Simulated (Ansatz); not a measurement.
in.yaml

```yaml
crystal:
  periodic: [false, false, false]
  atoms:
    - {symbol: Ga, position_ang: [0.000021, -0.459971, 1.819585]}
    - {symbol: N, position_ang: [-0.000068, -0.110649, -1.523212]}
    - {symbol: P, position_ang: [-0.000011, -0.246136, -3.046954]}
    - {symbol: H, position_ang: [0.000057, 0.816756, 2.750581]}
basis:
  gaussian: {orbitals: STO-3G}
magnetization: {spin_polarized: false, initial_magnetization: 2}
correlation: {method: fic_nevpt4_sd, electrons: all, active_space: {window: {electrons: 4, orbitals: 7}, states: [{multiplicity: 3, weights: [1, 0.5]}, {multiplicity: 5, weights: [1]}], root: 1}}
```

```sh
$ ansatz run in.yaml --threads 1 --pin off --events-out ev --progress --plain --max-ram 2393MiB
```

The program prints:

```
452 factors; integrals over basis functions are off by at most 4.1e-8 eV
mean field evaluation 1: about -62358.3056 eV, gradient 3.2e1 eV
mean field evaluation 2: about -62358.3389 eV, gradient 3.2e1 eV
mean field evaluation 4: about -62367.7588 eV, gradient 2.3e1 eV
mean field evaluation 8: about -62370.9956 eV, gradient 3.2e0 eV
mean field evaluation 16: about -62371.3929 eV, gradient 8.5e-5 eV
mean field evaluation 32: about -62371.3957 eV, gradient 2.8e-2 eV
mean field evaluation 64: about -62370.9085 eV, gradient 2.5e-2 eV
mean field evaluation 96: about -62363.3670 eV, gradient 5.6e0 eV
mean field evaluation 128: about -62371.3929 eV, gradient 3.3e-4 eV
mean field evaluation 160: about -62371.0508 eV, gradient 4.5e0 eV
mean field -62371.39621875 eV, -2292.1065341882 hartree, gradient 1.3e-6 eV, S^2 2.000000; 11 other end points of the search recorded, 0 dependent functions left out
reference -62371.39621875 eV, -2292.1065341882 hartree; 28, 26 occupied and 5, 7 virtual orbitals, 452 factors
state -62371.74583716 eV, -2292.1193824280 hartree
state -62371.24279321 eV, -2292.1008959036 hartree
state -62371.74583716 eV, -2292.1193824280 hartree; corrected -62376.93769550 eV, -2292.3101797025 hartree
state -62371.24279321 eV, -2292.1008959036 hartree; corrected -62376.43806490 eV, -2292.2918186170 hartree
state -62370.77681284 eV, -2292.0837714410 hartree
state -62370.77681284 eV, -2292.0837714410 hartree; corrected -62375.94920818 eV, -2292.2738534637 hartree
WARN: 2 active orbitals are nearly empty or full. The corrections depend on them more than the energy does, and are more stable in an active space without them
Total energy: -62376.43806490 eV, -2292.2918186170 hartree
```

Natural occupations, averaged over the states: 1.5647 1.0000 0.8117 0.6188 0.0048 0.0000 0.0000.

Ran on 1 thread of Arm Neoverse V2, shared host: 7 s wall, 0.17 GiB peak host memory.
